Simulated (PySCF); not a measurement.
BH₃: PBE0 against B3LYP

Base calculation in PySCF with density fitting and no spin–orbit coupling, PBE0/def2-TZVP (no relativity): singlet, D3h, B–H 1.193 Å (×3); wavenumbers 1145, 1189 (×2), 2557, 2695 (×2) cm⁻¹; gap between the highest occupied and lowest empty levels 7.97 eV, polar-tensor charge of B 0.49 e, atomisation energy (no zero-point energy) 1167 kJ/mol.

Q: What changes on going to B3LYP/def2-TZVP (no relativity)?

A: The point group stays the same. Changes: mean bond to B -0.004 Å, highest wavenumber -1 cm⁻¹, lowest wavenumber +15 cm⁻¹, gap between the highest occupied and lowest empty levels -0.44 eV, polar-tensor charge of B +0.02 e, atomisation energy (no zero-point energy) +23 kJ/mol. The new structure has B–H 1.189 Å (×3), with wavenumbers 1160, 1202 (×2), 2566, 2694 (×2) cm⁻¹.

Only the bonding shown was studied: isomers, or loss of a ligand pair, can lie lower.
